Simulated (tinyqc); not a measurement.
Inside a calculation. Method: Pariser-Parr-Pople SCF with singles CI, for the molecule O=CC=C1C=C1 (SMILES; centres numbered as the heavy atoms are written). Computed by tinyqc, a small Python program that keeps every step. Settings: charge = 0, gamma = Ohno, start = huckel, damping = 0.5, iteration cap = 62, excitations kept = 4. Command: `OMP_NUM_THREADS=1 python tinyqc.py 22140 22141 out.jsonl` (the two numbers bound the seeds that draw the settings). One thread of a shared host (Intel(R) Xeon(R) Processor @ 2.60GHz), about 0.01 s of CPU time with the checks. Later iterations appear only in the table of the cycle.

## PPP integrals

Centres (angstrom, eV; a flat drawing with bonds scaled to 1.40 angstrom):
```
centre          x          y  core charge z          W   gamma_rr
1O      -2.854000  -0.006000              1  17.700000  15.200000
2C      -1.512000   0.393000              1  11.160000  11.130000
3C      -0.496000  -0.569000              1  11.160000  11.130000
4C       0.846000  -0.170000              1  11.160000  11.130000
5C       2.208000  -0.495000              1  11.160000  11.130000
6C       1.809000   0.847000              1  11.160000  11.130000
```

Resonance integrals (eV):
```
i  j       beta
1  2  -2.510000
2  3  -2.390000
3  4  -2.390000
4  5  -2.390000
5  6  -2.390000
6  4  -2.390000
```

Ohno: gamma = 14.399645/sqrt(R^2 + a^2), a = 2 x 14.399645/(gamma_rr + gamma_ss); H_rr = -W_r - sum_(s != r) z_s gamma_rs; H_rs = beta for bonds.

repulsion gamma_rs (eV):
```
           1O         2C         3C         4C         5C         6C
1O  15.200000   8.104891   5.414207   3.728770   2.768174   2.959888
2C   8.104891  11.130000   7.556254   5.240231   3.566544   4.007796
3C   5.414207   7.556254  11.130000   7.553690   4.802302   4.802038
4C   3.728770   5.240231   7.553690  11.130000   7.553167   7.552139
5C   2.768174   3.566544   4.802302   7.553167  11.130000   7.553690
6C   2.959888   4.007796   4.802038   7.552139   7.553690  11.130000
```

core matrix H (eV):
```
            1O          2C          3C          4C          5C          6C
1O  -40.675928   -2.510000    0.000000    0.000000    0.000000    0.000000
2C   -2.510000  -39.635715   -2.390000    0.000000    0.000000    0.000000
3C    0.000000   -2.390000  -41.288491   -2.390000    0.000000    0.000000
4C    0.000000    0.000000   -2.390000  -42.787997   -2.390000   -2.390000
5C    0.000000    0.000000    0.000000   -2.390000  -37.403877   -2.390000
6C    0.000000    0.000000    0.000000   -2.390000   -2.390000  -38.035552
```

## Starting guess

pi electrons, sum of z_r less the charge = 6

Orbitals of the Hueckel matrix of the beta values.

P at the start:
```
           1O         2C         3C         4C         5C         6C
1O   1.268024   0.834973  -0.301319  -0.277526   0.177721   0.177721
2C   0.834973   0.981110   0.530796   0.051535  -0.095033  -0.095033
3C  -0.301319   0.530796   1.349094   0.632190  -0.230142  -0.230142
4C  -0.277526   0.051535   0.632190   0.837274   0.497081   0.497081
5C   0.177721  -0.095033  -0.230142   0.497081   0.782249   0.782249
6C   0.177721  -0.095033  -0.230142   0.497081   0.782249   0.782249
```

## Iteration 1: Fock matrix

F_rr = H_rr + P_rr gamma_rr / 2 + sum_(s != r) P_ss gamma_rs; F_rs = H_rs - P_rs gamma_rs / 2; E = tr P (H + F) / 2 + core repulsion sum_(r<s) z_r z_s gamma_rs.

F (eV):
```
           1O         2C         3C         4C         5C         6C
1O  -8.180110  -5.893682   0.815702   0.517415  -0.245981  -0.263017
2C  -5.893682  -3.392017  -4.395416  -0.135028   0.169470   0.190437
3C   0.815702  -4.395416  -5.664427  -4.777685   0.552606   0.552576
4C   0.517415  -0.135028  -4.777685  -6.252407  -4.267269  -4.267013
5C  -0.245981   0.169470   0.552606  -4.267269  -7.329685  -5.344433
6C  -0.263017   0.190437   0.552576  -4.267013  -5.344433  -7.286561
```

pi energy = -84.937808 eV

## Iteration 1: orbitals and new P

Diagonalise F (the basis is taken as orthonormal) and form P = 2 sum c c over the lowest orbitals; 0.5 of the old P is kept.

orbital energies (eV): -16.668019  -12.744868  -9.396035  -1.963957  -0.627974  3.295647

P after iteration 1:
```
           1O         2C         3C         4C         5C         6C
1O   1.365476   0.818140  -0.248942  -0.271755   0.154224   0.154299
2C   0.818140   0.861598   0.514314   0.098807  -0.100296  -0.100121
3C  -0.248942   0.514314   1.303117   0.678662  -0.238388  -0.238317
4C  -0.271755   0.098807   0.678662   0.848630   0.461813   0.460997
5C   0.154224  -0.100296  -0.238388   0.461813   0.811749   0.810588
6C   0.154299  -0.100121  -0.238317   0.460997   0.810588   0.809430
```

## Iteration 2: Fock matrix

As before.

F (eV):
```
           1O         2C         3C         4C         5C         6C
1O  -8.452576  -5.825469   0.673913   0.506656  -0.213459  -0.228353
2C  -5.825469  -3.341018  -4.333143  -0.258886   0.178854   0.200631
3C   0.673913  -4.333143  -5.937756  -4.953200   0.572405   0.572205
4C   0.506656  -0.258886  -4.953200  -6.371307  -4.134076  -4.130756
5C  -0.213459   0.178854   0.572405  -4.134076  -7.251705  -5.451464
6C  -0.228353   0.200631   0.572205  -4.130756  -5.451464  -7.238020
```

pi energy = -85.315714 eV

## Iteration 2: orbitals and new P

As before.

orbital energies (eV): -16.618507  -12.908718  -9.646374  -1.793553  -0.680664  3.055432

P after iteration 2:
```
           1O         2C         3C         4C         5C         6C
1O   1.424137   0.808141  -0.213838  -0.265724   0.138710   0.139024
2C   0.808141   0.784206   0.498132   0.125659  -0.101914  -0.101922
3C  -0.213838   0.498132   1.275247   0.710462  -0.243203  -0.243775
4C  -0.265724   0.125659   0.710462   0.858119   0.437624   0.436588
5C   0.138710  -0.101914  -0.243203   0.437624   0.829936   0.829144
6C   0.139024  -0.101922  -0.243775   0.436588   0.829144   0.828355
```

## Convergence

Stop when output and input P, before any damping, agree to 1e-7.

Course of the cycle:
```
iteration        E (eV)  largest |P(out) - P(in)|
1          -84.93780819                  2.39e-01
2          -85.31571428                  1.55e-01
3          -85.55619579                  1.01e-01
4          -85.69902096                  6.56e-02
5          -85.78050897                  4.30e-02
6          -85.82583889                  2.84e-02
7          -85.85063460                  1.88e-02
8          -85.86404240                  1.26e-02
9          -85.87123395                  8.42e-03
10         -85.87506916                  5.67e-03
11         -85.87710605                  3.84e-03
...                 ...                       ...
35         -85.87939078                  1.73e-06
36         -85.87939078                  1.27e-06
37         -85.87939078                  9.25e-07
38         -85.87939078                  6.76e-07
39         -85.87939078                  4.94e-07
40         -85.87939078                  3.61e-07
41         -85.87939078                  2.63e-07
42         -85.87939078                  1.92e-07
43         -85.87939078                  1.41e-07
44         -85.87939078                  1.03e-07
45         -85.87939078                  7.50e-08
```

Converged in 45 iterations.

## Converged orbitals

Charges are z - P_rr.

orbital energies (eV): -16.429099  -13.261816  -10.089844  -1.365489  -0.735411  2.549605

coefficients:
```
         MO1        MO2        MO3        MO4        MO5        MO6
1O  0.065406   0.705120  -0.506122   0.000260   0.363378  -0.332152
2C  0.119108   0.551420  -0.002880   0.001095  -0.484004   0.668939
3C  0.284852   0.338216   0.650176  -0.005343  -0.297125  -0.541692
4C  0.569671   0.020547   0.338733   0.002301   0.657094   0.358518
5C  0.535278  -0.203642  -0.318392   0.708885  -0.239646  -0.103368
6C  0.537910  -0.206056  -0.324023  -0.705299  -0.237088  -0.097704
```

pi charges: 1O -0.515263, 2C 0.363481, 3C -0.236518, 4C 0.120626, 5C 0.141267, 6C 0.126406

## Singles CI, singlets

Over the 4 single excitations with the smallest orbital gaps: A = (e_a - e_i) delta + 2 (ia|jb) - (ij|ab), with (pq|rs) = sum c_mp c_mq gamma_mn c_nr c_ns. f = 2/3 w |mu|^2 in atomic units, mu = sqrt2 sum c_ia sum_m c_mi c_ma R_m.

singlet CI matrix (eV):
```
           3>4        3>5        2>4        2>5
3>4   3.904438  -0.013505  -0.839216  -0.012375
3>5  -0.013505   4.887471   0.004028  -0.349587
2>4  -0.839216   0.004028   8.285083  -0.059408
2>5  -0.012375  -0.349587  -0.059408   7.607294
```

singlet excitation energies (eV): 3.748840  4.843471  7.647594  8.444382

oscillator strengths: 0.079119  1.028616  0.061830  0.029825

## Singles CI, triplets

Over the 4 single excitations with the smallest orbital gaps: A = (e_a - e_i) delta - (ij|ab), with (pq|rs) = sum c_mp c_mq gamma_mn c_nr c_ns.

triplet CI matrix (eV):
```
           3>4        3>5        2>4        2>5
3>4   3.166327  -0.015946  -1.310027   0.009980
3>5  -0.015946   2.495806   0.009980  -0.180797
2>4  -1.310027   0.009980   7.984744  -0.043390
2>5   0.009980  -0.180797  -0.043390   5.904621
```

triplet excitation energies (eV): 2.485733  2.833679  5.913335  8.318750
